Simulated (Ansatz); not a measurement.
# BiOCl (P4/nmm, No. 129)

Method: PBEsol (PAW; Ansatz, a program for electronic structure).

Numerical settings: plane-wave cutoff 520 eV, 10×10×6 k mesh (along the axes of the cell as run), Fermi–Dirac smearing 0.01 eV, scalar-relativistic PAW data made under PBE.

Cell (measured lattice):

```yaml
crystal:
  lattice:
    - [3.88551, 0.00000, 0.00000]
    - [0.00000, 3.88551, 0.00000]
    - [0.00000, 0.00000, 7.34890]
  atoms:
    - { symbol: Bi, position: [0.50000, 0.00000, 0.32904] }
    - { symbol: Bi, position: [0.00000, 0.50000, 0.67096] }
    - { symbol: Cl, position: [0.00000, 0.50000, 0.14720] }
    - { symbol: Cl, position: [0.50000, 0.00000, 0.85280] }
    - { symbol: O, position: [0.00000, 0.00000, 0.50000] }
    - { symbol: O, position: [0.50000, 0.50000, 0.50000] }
```

```json
{
  "band_gap": "2.52 eV",
  "smallest_direct_gap_on_the_k_points_sampled": "2.92 eV",
  "Γ–Γ gap": "3.81 eV"
}
```

Note: cell and atoms aren't relaxed at this level (largest force component 0.09 eV/Å, pressure -0.2 GPa).

Spin–orbit coupling is not included; with these elements it can move the gap by several tenths of an eV or more.

Computed values are for the static lattice.

The result took roughly 60 core-seconds.
